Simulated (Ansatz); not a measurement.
in.yaml

```yaml
crystal:
  periodic: [false, false, false]
  atoms:
    - {symbol: Ge, position_ang: [0.000000, 0.000000, 0.000000]}
    - {symbol: Cl, position_ang: [0.000000, 0.000000, 2.178600]}
basis:
  gaussian: {orbitals: cc-pVDZ}
magnetization: {spin_polarized: false, initial_magnetization: 1}
correlation: {method: ccsdtq, electrons: outside_noble_gas}
```

```sh
$ ansatz run in.yaml --threads 2 --pin off --events-out ev --progress --plain --max-ram 24576MiB --backend cuda --devices 0, --max-vram 18GiB
```

Log:

```
866 factors; integrals over basis functions are off by at most 1.5e-7 eV
mean field evaluation 1: about -68976.2787 eV, gradient 1.1e1 eV
mean field evaluation 2: about -68976.2814 eV, gradient 1.1e1 eV
mean field evaluation 4: about -68976.8832 eV, gradient 8.7e-1 eV
mean field evaluation 8: about -68976.8906 eV, gradient 5.1e-4 eV
mean field evaluation 16: about -68976.6426 eV, gradient 4.2e0 eV
mean field evaluation 32: about -68976.8905 eV, gradient 6.3e-2 eV
mean field evaluation 64: about -68973.3266 eV, gradient 2.2e-3 eV
mean field -68976.89056532 eV, -2534.8539740597 hartree, gradient 1.4e-6 eV, S^2 0.750000; 2 other end points of the search recorded, 0 dependent functions left out
19 core orbitals not correlated: weight in the atoms' cores, before any rotation towards them, 0.999 or more for the frozen orbitals, at most 0.001 for the correlated occupied ones
reference -68976.89056532 eV, -2534.8539740597 hartree; 6, 5 occupied and 20, 21 virtual orbitals, 866 factors
second order -5.16220323 eV of doubles, -0.05709193 eV of singles
cycle   1  -5.67398028 eV  change   -4.5e-1 eV  update   7.8e-2
cycle   2  -5.92378184 eV  change   -2.5e-1 eV  update   3.7e-2
cycle   3  -6.06402092 eV  change   -1.4e-1 eV  update   2.5e-2
cycle   4  -6.05330599 eV  change    1.1e-2 eV  update   7.9e-3
cycle   5  -6.05617345 eV  change   -2.9e-3 eV  update   5.8e-3
cycle   6  -6.06059780 eV  change   -4.4e-3 eV  update   3.0e-3
cycle   7  -6.05985679 eV  change    7.4e-4 eV  update   1.3e-3
cycle   8  -6.05923069 eV  change    6.3e-4 eV  update   9.2e-4
cycle   9  -6.05936085 eV  change   -1.3e-4 eV  update   6.1e-4
cycle  10  -6.05954475 eV  change   -1.8e-4 eV  update   2.2e-4
cycle  11  -6.05953390 eV  change    1.1e-5 eV  update   1.4e-4
cycle  12  -6.05956135 eV  change   -2.7e-5 eV  update   1.3e-4
cycle  13  -6.05953216 eV  change    2.9e-5 eV  update   4.4e-5
cycle  14  -6.05952845 eV  change    3.7e-6 eV  update   1.6e-5
cycle  15  -6.05953471 eV  change   -6.3e-6 eV  update   1.0e-5
cycle  16  -6.05953814 eV  change   -3.4e-6 eV  update   4.6e-6
cycle  17  -6.05953890 eV  change   -7.6e-7 eV  update   1.6e-6
cycle  18  -6.05953909 eV  change   -2.0e-7 eV  update   2.3e-6
cycle  19  -6.05953872 eV  change    3.8e-7 eV  update   1.1e-6
Total energy: -68982.95010403 eV, -2535.0766580003 hartree
```

Ran on 2 threads of AMD EPYC 7R13 with a shared H100 80 GB, shared host: 28 s wall, 0.87 GiB peak host memory.
